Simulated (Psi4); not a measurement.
# NOF (SMILES O=NF) at M06-L/def2-SVP (sweep point 2)

Wanted: the charge distribution of NOF. Input form: a Python script.

The calculation is run with Psi4 1.11.

2 further runs of the same task are left out: 2 set aside as unsound or not needed.

## 1. Starting point

The species is NOF (3 atoms), meant as a singlet with charge 0. As SMILES, `O=NF`. The shape is that of a GFN2-xTB optimisation.

Bond lengths: O1–N2 1.139 Å, N2–F3 1.492 Å. Angles: O1–N2–F3 111.3°.

## 2. Energy and one-electron properties at M06-L/def2-SVP (sweep point 2)

run.py reads:

```python
import psi4

psi4.set_memory('1600 MB')
psi4.set_num_threads(1)
psi4.set_output_file('run.log', False)

mol = psi4.geometry("""
0 1
O      0.881240     0.243070     0.511850
N      0.147270    -0.481640     0.029090
F     -1.028520     0.238580    -0.540950
symmetry c1
""")

psi4.set_options({
    'basis': 'def2-SVP',
    'puream': True,
    'scf_type': 'pk',
    'dft_radial_points': 99,
    'dft_spherical_points': 590,
})

energy_value, wavefunction = psi4.energy("m06-l", molecule=mol, return_wfn=True)
psi4.oeprop(wavefunction, "DIPOLE", "QUADRUPOLE", "MULLIKEN_CHARGES", "LOWDIN_CHARGES", title="M06-L")
print(f'm06-l energy: {energy_value:.10f} Eh')
```

Started as:

```console
$ python run.py
```

run.log:

```text
[...]
  Running in c1 symmetry.
[...]
  Nuclear repulsion =   65.836732024510070
[...]
  Multiplicity = 1
[...]
  Nalpha       = 12
  Nbeta        = 12
[...]
    Number of basis functions: 42
[...]
   @RKS iter   1:  -229.45400498613080   -2.88800e-01   9.40071e-03 ADIIS/DIIS
[...]
   @RKS iter   9:  -229.50631490631346   -1.98472e-09   3.30098e-07 DIIS
[...]
    Orbital Energies [Eh]
    ---------------------
    Doubly Occupied:
       1A    -24.506535     2A    -19.126540     3A    -14.411217
       4A     -1.262154     5A     -1.124946     6A     -0.674646
       7A     -0.551439     8A     -0.530844     9A     -0.504706
      10A     -0.367756    11A     -0.351053    12A     -0.305476
[...]
  @RKS Final Energy:  -229.50631490631346
   => Energetics <=
    Nuclear Repulsion Energy =             65.8367320245100700
    One-Electron Energy =                -446.6033251275833891
    Two-Electron Energy =                 177.0231066069973735
    DFT Exchange-Correlation Energy =     -25.7628284102375140
    Empirical Dispersion Energy =           0.0000000000000000
    VV10 Nonlocal Energy =                  0.0000000000000000
    Total Energy =                       -229.5063149063134631
[...]
 Multipole Moments:
 ------------------------------------------------------------------------------------
     Multipole            Electronic (a.u.)      Nuclear  (a.u.)        Total (a.u.)
 ------------------------------------------------------------------------------------
 L = 1.  Multiply by 2.5417464519 to convert [e a0] to [Debye]
 Dipole X            :         -0.5778502            1.0280149            0.4501647
 Dipole Y            :          0.0681447           -0.1911438           -0.1229990
 Dipole Z            :          0.0000000           -0.0000000            0.0000000
 Magnitude           :                                                    0.4666658
 L = 2.  Multiply by 1.3450342976 to convert [e a0^2] to [Debye ang]
 Quadrupole XX       :        -85.5672834           73.3448610          -12.2224224
 Quadrupole XY       :          3.3678932           -3.4397064           -0.0718132
[...]
  Mulliken Charges: (a.u.)
   Center  Symbol    Alpha    Beta     Spin     Total
       1     O     4.02038  4.02038  0.00000 -0.04077
       2     N     3.34579  3.34579  0.00000  0.30843
       3     F     4.63383  4.63383  0.00000 -0.26766
   Total alpha = 12.00000, Total beta = 12.00000, Total charge =  0.00000
  Lowdin Charges: (a.u.)
   Center  Symbol    Alpha    Beta     Spin     Total
       1     O     3.99217  3.99217  0.00000  0.01567
       2     N     3.40192  3.40192  0.00000  0.19615
       3     F     4.60591  4.60591  0.00000 -0.21182
[...]
```

The script printed:

```text
m06-l energy: -229.5063149063 Eh
```

Run time: 4.2 s. Hardware: 1 thread of AMD EPYC 9R45 (Zen 5), shared host; peak memory 0.68 GiB.

Atomic charges (e):

```tsv
atom	Löwdin	Mulliken
O1	+0.016	-0.041
N2	+0.196	+0.308
F3	-0.212	-0.268
```

## 3. Summary of results

At M06-L/def2-SVP (sweep point 2):

| quantity | value |
| --- | --- |
| total energy | -229.50631 Eh |
| dipole moment | 1.19 D |
| HOMO energy | -8.31 eV |
| LUMO energy | -4.41 eV |
| HOMO–LUMO gap | 3.90 eV |

Mulliken charges run from -0.27 on F3 to +0.31 on N2.
